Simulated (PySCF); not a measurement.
Cost against result

Saddle point of Si2H7F, singlet (Si₂H₆ ([SiH3][SiH3]) + HF → Si₂H₅F ([F][SiH2][SiH3]) + H₂; bonds formed: Si1–F7, H2–H6; bonds broken: Si1–H2, H6–F7), PBE0-D4/def2-TZVP structure:

```tsv
atom	x (Å)	y (Å)	z (Å)
Si1	-0.8247	-0.1223	-0.2955
H2	-0.9077	-1.8056	-0.5182
H3	-1.5858	0.6333	-1.3133
H4	-1.8501	-0.4194	0.7621
Si5	0.9576	0.8530	0.8562
H6	-0.2387	-1.5742	-1.1613
F7	0.4420	-0.7000	-1.6901
H8	0.4268	1.7485	1.9190
H9	1.7429	-0.2346	1.4994
H10	1.8378	1.6213	-0.0584
```

Barriers are electronic and count from the start structure reached by relaxing down the imaginary mode.

PySCF 2.14 with density fitting (its default auxiliary sets; JK sets also for MP2 and CCSD(T)); basis: as named in each row; cores frozen in the correlated methods. B3LYP uses VWN-RPA correlation. Extrapolation: Hartree–Fock as exp(−7.88 √X), correlation as X^−2.97.

Times are rough, for one single point on 4 threads of a shared host (Intel Xeon).

The estimate by CCSD(T) at an estimated basis limit (MP2 extrapolated from triple and quadruple zeta, plus CCSD(T) − MP2 in triple zeta) is 36.18 kcal/mol.

```tsv
method	basis	time (s)	barrier (kcal/mol)	method less estimate
HF	STO-3G	2	89.16	52.99
B3LYP-D4	6-31G	8	38.71	2.53
PBE0-D4	def2-SVP	10	30.99	-5.19
MP2	def2-QZVPP	10	34.92	-1.26
PBE-D4	def2-SVP	12	25.27	-10.90
SPW92	def2-TZVPP	16	22.12	-14.06
CCSD(T)	def2-SVP	22	39.25	3.07
BHLYP-D4	def2-TZVPP	23	38.56	2.38
PBE0-D4	def2-TZVPP	24	32.80	-3.37
B3LYP-D4	def2-TZVPP	24	33.95	-2.22
PBE-D4	def2-TZVPP	25	28.25	-7.93
r2SCAN-D4	def2-TZVPP	44	30.38	-5.80
wB97M-V	def2-TZVPP	510	33.51	-2.67
CCSD(T)	def2-TZVPP	710	37.37	1.19
```

All methods are single points on the PBE0-D4 structures.

T1 diagnostic: at most 0.015.

Labels in which every atom is bracketed show which atoms are joined, not bond orders.
